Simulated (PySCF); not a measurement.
Gas-phase reaction: BHCl2 + H ⇌ BH2Cl + Cl

Energies from PySCF (xtb for GFN2), thermal terms from the rigid-rotor harmonic-oscillator model, ideal gas at 1 bar. † marks an energy on the PBE0/def2-TZVP geometry and frequencies; other levels use their own. MP2 and CCSD(T) freeze the core. 6-31G* has spherical d functions here. Open shells (unrestricted): H (multiplicity 2), Cl (multiplicity 2, electronic degeneracy 6); the rest are closed-shell singlets. GFN2 has no spin-polarisation term. Spin-orbit splitting is ignored; it lowers the true energy and changes the entropy of Cl. BH2Cl: computed as isolated molecules; such fragments, hydroxides, amides, oligomers or adducts are transient or little studied in the gas. MP2 isn't extrapolated to the basis-set limit; its ΔH°(298 K) is 96.5 kJ in def2-SVP and 99.0 kJ in def2-TZVPP. CCSD(T) isn't extrapolated to the basis-set limit; its ΔH°(298 K) is 70.4 kJ in def2-SVP and 67.9 kJ in def2-TZVPP. The harmonic model lacks anharmonicity and excited electronic states, which grow with temperature; levels with a mode under 35 cm⁻¹ are left out.

| level | ΔE electronic, kJ | ΔH°(298 K), kJ | ΔS°(298 K), J/K | ΔG°(600 K), kJ |
|---|---|---|---|---|
| BLYP/def2-TZVP† | 48 | 63 | 20 | 52 |
| CCSD(T)/def2-SVP† | 55 | 70 | 20 | 60 |
| GFN2-xTB | -34 | -18 | 18 | -28 |
| HF/6-31G* | 14 | 31 | 20 | 19 |
| HF/def2-TZVP† | 21 | 36 | 20 | 25 |
| M06-2X/def2-TZVP† | 64 | 79 | 20 | 69 |
| MP2/def2-SVP† | 82 | 97 | 20 | 86 |
| PBE/def2-TZVP† | 83 | 98 | 20 | 88 |
| PBE0/def2-TZVP | 73 | 88 | 20 | 77 |
| LDA/def2-TZVP† | 113 | 128 | 20 | 117 |
| ωB97X-V/def2-TZVP† | 63 | 78 | 20 | 67 |
ΔH° is lowest at GFN2-xTB and highest at LDA/def2-TZVP†. No reference value is set beside these.
